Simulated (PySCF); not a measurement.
# B: ionisation energy

B [He] 2s2 2p1 (2P) → B+ [He] 2s2 (1S), as a difference of total energies. All numbers are calculated (PySCF 2.14, the spin-free X2C one-electron Hamiltonian (Gaussian nucleus), in dyall-acv3z (15s9p4d2f, 76 functions)). Correlated levels: valence: 1s2 frozen; valence and next inner shell: nothing frozen; virtual orbitals above 40 to 60 times the deepest correlated orbital energy dropped. The calculations carry no spin-orbit coupling.

```csv
method,ionisation energy (eV)
UHF,8.040
LDA,8.645
PBE,8.671
PBE0,8.645
r2SCAN,8.766
r2SCAN0,8.739
M06-L,8.592
B97-3,8.573
M06-2X,8.299
MP2 (valence),8.265
SCS-MP2 (valence),8.230
MP2 (valence and next inner shell),8.274
SCS-MP2 (valence and next inner shell),8.232
```

Problem. How much does correlation contribute at MP2 (valence and next inner shell)?

Solution. 8.274 − (8.040) = 0.234 eV, measured against UHF.

Errors of the correlated levels include the incompleteness of this basis and the frozen core.

For comparison: 8.297 eV (measured; NIST levels, between the centres of gravity of the two terms).
